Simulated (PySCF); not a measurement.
Compound: vinylcyanoacetylene, C₅H₃N.
Numbering: `[CH2:1]=[CH:2][C:3]#[C:4][C:5]#[N:6]` (hydrogens: H7, H8 on C1; H9 on C2)

The closed-shell ground state was solved at several levels (PySCF, density fitting, gas phase, non-relativistic). Isolated species at its PBE0-D3(BJ)/def2-TZVP geometry, gas phase.

```tsv
level	basis functions	total energy (Eh)	HOMO (eV)	LUMO (eV)	gap (eV)	dipole (D)
PBE0/pcSseg-2	258	-246.7685	-7.89	-2.33	5.56	5.19
wB97X-D/pcSseg-2	258	-246.9722	-9.59	-0.60	8.99	5.19
B97-2/pcSseg-2	258	-246.9780	-7.64	-2.36	5.28	5.18
```

Q: Estimate the row for KT3/pcSseg-2, a basis of 258 functions; the other rows only guide the guess.

A: Total energy -251.0793 Eh, HOMO -6.85 eV, LUMO -3.14 eV, gap 3.71 eV, dipole 5.04 D.

Q: Over all these levels, which gives the widest orbital gap and which the narrowest?

A: wB97X-D/pcSseg-2 (range-separated hybrid) has the widest, 8.99 eV, and KT3/pcSseg-2 (GGA) the narrowest, 3.71 eV. From the narrowest to the widest the HOMO moves by -2.74 eV and the LUMO by +2.54 eV.

Q: In the pcSseg-2 basis, how does the gap go with the fixed share of exact exchange?

A: KT3 (0 %) 3.71 eV; B97-2 (21 %) 5.28 eV; PBE0 (25 %) 5.56 eV. Each rise in the share widens the gap here.

Q: How far do the dipole and the HOMO energy spread over the levels?

A: The dipole runs from 5.04 to 5.19 D (mean 5.15 D) and the HOMO from -9.59 to -6.85 eV.

wB97X-D is run here without its empirical dispersion term; that term would change no orbital, density or response property at a fixed geometry.
